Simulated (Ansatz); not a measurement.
One elementary step

Start structure (CH6ClSi, doublet), relaxed at PBE0-D4/def2-TZVP:

| atom | x (Å) | y (Å) | z (Å) |
| --- | --- | --- | --- |
| Cl1 | 0.0358 | 0.0612 | 0.9139 |
| C2 | 0.1033 | 0.2089 | 2.6818 |
| Si3 | -0.1090 | -0.2230 | -2.8294 |
| H4 | -0.8128 | 0.6833 | 3.0258 |
| H5 | 0.1969 | -0.7863 | 3.1101 |
| H6 | 0.9654 | 0.8164 | 2.9467 |
| H7 | -0.8770 | -1.4480 | -3.1737 |
| H8 | -0.7890 | 0.9954 | -3.3415 |
| H9 | 1.2864 | -0.3079 | -3.3338 |

The step: CH₃Cl ([CH3][Cl]) + SiH₃ → SiH₃Cl ([SiH3][Cl]) + CH₃; bonds formed: Cl1–Si3; bonds broken: Cl1–C2. Ansatz 0.2.0; basis: def2-TZVPP and def2-QZVPP; cores frozen in the correlated methods; orbitals are unrestricted. Extrapolation: Hartree–Fock as exp(−7.88 √X), correlation as X^−2.97. Energies below are by CCSD(T) at an estimated basis limit (MP2 extrapolated from triple and quadruple zeta, plus CCSD(T) − MP2 in triple zeta).

Problem. What are the electronic barrier and the energy of the step, from the start structure to the end structure? (Judge from chemistry; the value comes from the calculation.)

Solution. Computed: Barrier 36.0 kJ/mol; step energy -99.9 kJ/mol (downhill); reverse barrier, their difference, 135.9 kJ/mol. Barrier and step energy count from the start structure, the reverse barrier from the end structure.

The saddle point: One imaginary mode of 363i cm⁻¹.
| pair | start (Å) | saddle (Å) | end (Å) |
| --- | --- | --- | --- |
| Cl1–Si3 | 3.76 | 2.49 | 2.05 |
| Cl1–C2 | 1.78 | 1.96 | 3.59 |

Zero-point energy (harmonic, PBE0-D4): ZPE is 155.4 kJ/mol at the start and 154.3 kJ/mol at the saddle, so the barrier goes from 36.0 to 34.9 kJ/mol.

The T1 diagnostic stays at or below 0.017. ⟨S²⟩ of the unrestricted Hartree–Fock references: 0.75 to 0.82 (a pure state has 0.75). The unrestricted reference is spin-contaminated, which hurts MP2 most. The start structure is not quite a true minimum (one mode of 44i cm⁻¹). The end structure is not quite a true minimum (one mode of 25i cm⁻¹).

Radical steps of this kind take place in plasma deposition and etching.

Labels in which every atom is bracketed show which atoms are joined, not bond orders.

For scale, one of the runs: CCSD(T)/def2-TZVPP, 199 basis functions, launched by `ansatz run in.yaml --threads 4 --pin off --events-out ev --progress --plain --max-ram 9574MiB`. Time: 110 s of wall clock on 4 CPU threads of an Arm Neoverse V1; the host was shared. Peak host memory: 5.7 GiB.
